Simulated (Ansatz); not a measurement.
One structure, 5 elements: HfC3, HfSi3, HfGe3, HfSn3, HfPb3

Plane-wave DFT in Ansatz with scalar-relativistic PAW potentials, cutoff 420 eV, Γ-centred meshes chosen by cell and gap, Gaussian smearing with energies taken to zero width. Every cell was relaxed (cell and atoms) in a run of its own, within the symmetry of its start. Functional: PBE.

All members share space group Pm-3m and the same sites; only the element on one set of sites changes (C, Si, Ge, Sn, Pb). Members needn't be the stable form of their composition. Energies over the elements, where given, are against the elements' standard states in the same functional (H₂, N₂, O₂ and halogens uncorrected, Hg as a solid). The first member:

Space group Pm-3m (No. 221). a = 3.374 Å, b = 3.374 Å, c = 3.374 Å, α = 90.00°, β = 90.00°, γ = 90.00°
| atom | site | symmetry | x | y | z |
| --- | --- | --- | --- | --- | --- |
| Hf | 1a | m-3m | 0.0000 | 0.0000 | 0.0000 |
| C | 3c | 4/mm.m | 0.0000 | 0.5000 | 0.5000 |

```tsv
compound	V (Å³/atom)	a (Å)	energy over elements (eV/atom)
HfC3	9.61	3.374	1.787
HfGe3	18.42	4.192	-0.048
HfSn3	24.47	4.609	0.059
HfPb3	27.58	4.796	0.267
```

Predict the member with Si.

V (Å³/atom) 15.70, a (Å) 3.974, energy over elements (eV/atom) -0.050. Interpolating linearly in period between C and Ge would give 14.01 Å³/atom (10.7 % too small), with 0.870 eV/atom over the elements. Over the whole series the volume grows at each step down the group; all are metallic on the mesh; binding against the elements is strongest for Si, level with Ge within the noise of separate runs.

Spin-orbit coupling is left out, which matters for the bands of heavy elements. For Tl, Pb and Bi spin-orbit coupling shifts energies too.